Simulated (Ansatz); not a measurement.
Process, species as SMILES: S=C=S + 4 [H][H] (H2) → C (CH4) + 2 S (H2S)
B3LYP-D3(BJ)/def2-TZVP geometries, fixed; electronic energies without zero-point terms.

How fast the energy of full hydrogenation converges with the basis for several methods (Ansatz, a quantum-chemistry and plane-wave program): deviation from each method's own reference, in kcal/mol. References: B3LYP -67.49 kcal/mol, the value in pcseg-4; CCSD(T) -70.50 kcal/mol, Hartree-Fock in aug-cc-pV(Q+d)Z plus the correlation part extrapolated as X^-3 from aug-cc-pV(T+d)Z and aug-cc-pV(Q+d)Z; HF -87.96 kcal/mol, the value in pcseg-4; MP2 -61.80 kcal/mol, Hartree-Fock in aug-cc-pV(Q+d)Z plus the correlation part extrapolated as X^-3 from aug-cc-pV(T+d)Z and aug-cc-pV(Q+d)Z; PBE -64.53 kcal/mol, the value in pcseg-4; wB97M-V -74.94 kcal/mol, the value in pcseg-4. Cartesian d functions, on some or all atoms, in 6-31G**; all else is spherical. In correlated methods cores are frozen. No added dispersion term, no relativity. Functionals ending in -V hold VV10 correlation. 

```tsv
basis	functions	B3LYP	CCSD(T)	HF	MP2	PBE	wB97M-V
6-31G**	53	1.99	8.45	-1.21	5.57	2.51	[?]
aug-pcseg-1	77	-3.73	-1.48	-5.14	-2.37	-3.85	[?]
aug-cc-pV(D+d)Z	87	-6.48	-3.47	-5.18	-4.33	-6.28	[?]
def2-TZVP	105	2.61	6.95	1.61	6.60	2.79	[?]
cc-pV(T+d)Z	108	0.23	0.65	0.18	0.01	0.45	[?]
jun-cc-pV(T+d)Z	135	-0.61	-0.08	-0.43	-0.58	-0.53	[?]
def2-TZVPPD	139	-0.31	-0.34	-0.17	-0.83	-0.33	[?]
cc-pV(5+d)Z	311	0.08	0.44	0.16	0.38	0.12	[?]
```

Task: Complete the blanks.

Result: 
- 6-31G**, wB97M-V: 0.34
- aug-pcseg-1, wB97M-V: -5.17
- aug-cc-pV(D+d)Z, wB97M-V: -8.39
- def2-TZVP, wB97M-V: 2.30
- cc-pV(T+d)Z, wB97M-V: 0.39
- jun-cc-pV(T+d)Z, wB97M-V: -0.51
- def2-TZVPPD, wB97M-V: -0.30
- cc-pV(5+d)Z, wB97M-V: 0.18

Mean absolute deviation over def2-TZVP, cc-pV(T+d)Z, jun-cc-pV(T+d)Z, def2-TZVPPD: HF 0.60, wB97M-V 0.88, B3LYP 0.94, PBE 1.02, CCSD(T) 2.01, MP2 2.01 kcal/mol.
